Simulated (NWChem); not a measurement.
System: CH cation, singlet

Computed with NWChem. Low-valent species are run as closed-shell singlets; no triplet was tried in these runs. Each level has its own optimisation; frequencies are unscaled.

For level Hartree-Fock/pcseg-1:

- highest harmonic frequency (cm⁻¹): 3195

Task: How do the values read with level Hartree-Fock/def2-TZVPP instead?

Result: The highest harmonic frequency (cm⁻¹) is 3058.
